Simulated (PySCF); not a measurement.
Start geometry of `[H]B([H])C#C` (BH2(CCH)) from GFN2-xTB (Å):
```
atom  x, y, z in Å
B1     0.5680    0.9816    0.0054
H2     1.7337    0.9720    0.1003
H3    -0.0211    1.9882   -0.0859
C4    -0.1817   -0.3138   -0.0005
C5    -0.7849   -1.3592   -0.0069
H6    -1.3140   -2.2687   -0.0124
```

What comes out of this run: PBE0-D3(BJ)/def2-SVP geometry optimisation, gas phase in PySCF?

```
atom  x, y, z in Å
B1     0.5701    0.9863    0.0044
H2     1.7729    0.9873    0.1038
H3    -0.0287    2.0302   -0.0872
C4    -0.1849   -0.3193   -0.0016
C5    -0.7952   -1.3768   -0.0073
H6    -1.3342   -2.3077   -0.0122
```

The energy falls by 5.8 kJ/mol over 4 energy and gradient evaluations, the largest force component goes from 0.0188 to 2.2e-04 Eh/bohr, and the atoms move by 0.032 Å rms after alignment. Among the bonds, B1–H2 and B1–H3 change most and about equally (+0.037 Å). Bonds longer at the end by more than 0.005 Å: 5 of 5; shorter: 0. Rotational constants go from 241846, 9098, 8769 to 229496, 8891, 8560 MHz. The orientation of the end geometry is arbitrary; only internal coordinates are fixed.

The run used 57 basis functions and 25 SCF cycles in all. Hardware: Arm Neoverse V1, one thread (shared host). Cost: 3.3 s of wall time.

PBE0-D3(BJ)/def2-SVP frequencies: not computed here.
